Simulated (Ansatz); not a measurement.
The inner images of a band of AlClH2O + H2 (7 atoms, charge 0, multiplicity 1) are given out of order.

Computed with RKS PBE-D4/def2-SVP in Ansatz 0.2.0.

Image 0:

```xyz
7
Properties=species:S:1:pos:R:3
Al -0.098 -0.202 0.140
Cl 0.079 -0.790 2.177
O 1.253 -0.316 -0.907
H 2.137 -0.598 -0.622
H -1.496 0.135 -0.507
H 0.169 2.183 0.505
H 0.143 1.901 1.224
```

Image 8:

```xyz
7
Properties=species:S:1:pos:R:3
Al -0.014 -0.243 0.262
Cl -0.189 -0.687 2.326
O 1.562 -0.423 -0.389
H 1.756 -0.371 -1.338
H -1.308 0.026 -0.614
H 0.287 2.127 0.528
H 0.092 1.885 1.236
```

Question: Put them in order from the first end to the last, with their energies above the first end.
A.
```xyz
7
Properties=species:S:1:pos:R:3
Al -0.017 -0.222 0.272
Cl -0.175 -0.673 2.337
O 1.562 -0.344 -0.385
H 1.749 -0.422 -1.333
H -1.329 -0.004 -0.593
H 0.330 2.090 0.506
H 0.066 1.888 1.206
```
B.
```xyz
7
Properties=species:S:1:pos:R:3
Al -0.039 -0.164 0.271
Cl -0.080 -0.679 2.332
O 1.486 -0.088 -0.504
H 1.874 -0.680 -1.162
H -1.418 -0.031 -0.499
H 0.290 2.073 0.426
H 0.072 1.883 1.146
```
C.
```xyz
7
Properties=species:S:1:pos:R:3
Al -0.023 -0.202 0.277
Cl -0.149 -0.661 2.343
O 1.551 -0.269 -0.398
H 1.771 -0.503 -1.311
H -1.356 -0.020 -0.563
H 0.323 2.079 0.477
H 0.069 1.889 1.184
```
D.
```xyz
7
Properties=species:S:1:pos:R:3
Al -0.048 -0.157 0.255
Cl -0.084 -0.719 2.305
O 1.461 -0.049 -0.549
H 1.928 -0.701 -1.089
H -1.429 -0.007 -0.506
H 0.292 2.072 0.439
H 0.067 1.874 1.155
```
E.
```xyz
7
Properties=species:S:1:pos:R:3
Al -0.080 -0.173 0.213
Cl -0.025 -0.771 2.255
O 1.316 -0.114 -0.766
H 2.097 -0.676 -0.845
H -1.474 0.064 -0.489
H 0.280 2.096 0.463
H 0.071 1.888 1.179
```
F.
```xyz
7
Properties=species:S:1:pos:R:3
Al -0.030 -0.172 0.280
Cl -0.090 -0.658 2.348
O 1.515 -0.128 -0.461
H 1.824 -0.636 -1.223
H -1.399 -0.049 -0.510
H 0.294 2.072 0.427
H 0.072 1.886 1.148
```
G.
```xyz
7
Properties=species:S:1:pos:R:3
Al -0.027 -0.187 0.282
Cl -0.117 -0.654 2.350
O 1.533 -0.196 -0.426
H 1.797 -0.576 -1.276
H -1.382 -0.040 -0.531
H 0.312 2.074 0.449
H 0.070 1.891 1.163
```

Answer: E (+0.060 eV), D (+0.115 eV), B (+0.112 eV), F (+0.103 eV), G (+0.090 eV), C (+0.076 eV), A (+0.066 eV).

The run took 3.8 min on 1 thread of Arm Neoverse V2, with other jobs on the host, peak memory 0.12 GiB.
